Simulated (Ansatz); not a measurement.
Mulliken charges of C$_{3}$H$_{6}$S, SMILES `C/C=C/S` from B3LYP/def2-TZVPP in Ansatz (PBE0-D4/def2-TZVP geometry).

```json
{"atom": "C1", "x (Å)": "-1.068", "y (Å)": "0.963", "z (Å)": "0.341", "charge (e)": "-0.199"}
{"atom": "C2", "x (Å)": "0.048", "y (Å)": "0.188", "z (Å)": "-0.272", "charge (e)": "-0.152"}
{"atom": "C3", "x (Å)": "0.575", "y (Å)": "-0.906", "z (Å)": "0.266", "charge (e)": "-0.032"}
{"atom": "S4", "x (Å)": "1.877", "y (Å)": "-1.896", "z (Å)": "-0.350", "charge (e)": "-0.110"}
{"atom": "H5", "x (Å)": "-1.933", "y (Å)": "1.008", "z (Å)": "-0.329", "charge (e)": "0.087"}
{"atom": "H6", "x (Å)": "-1.393", "y (Å)": "0.517", "z (Å)": "1.283", "charge (e)": "0.070"}
{"atom": "H7", "x (Å)": "-0.770", "y (Å)": "1.997", "z (Å)": "0.540", "charge (e)": "0.087"}
{"atom": "H8", "x (Å)": "0.441", "y (Å)": "0.558", "z (Å)": "-1.218", "charge (e)": "0.076"}
{"atom": "H9", "x (Å)": "0.197", "y (Å)": "-1.292", "z (Å)": "1.209", "charge (e)": "0.083"}
{"atom": "H10", "x (Å)": "2.111", "y (Å)": "-1.188", "z (Å)": "-1.467", "charge (e)": "0.091"}
```

By hand: the dipole of these point charges (1 e Å = 4.8032 D).

Σ q r = (-0.110, 0.142, -0.014) e Å, of length 0.180 e Å = 0.86 D.

How does the dipole of the full density compare? (Estimate.)

The calculation gave: (-0.139, 0.214, -0.057) e Å, 1.26 D; the point charges give 0.68 times that, at 9° from its direction.

Point charges leave out the atoms' own dipoles, such as those of lone pairs, and Mulliken's split depends on the basis, so the two needn't agree.

B3LYP here is the variant with VWN-RPA as its local correlation; programs differ in this.
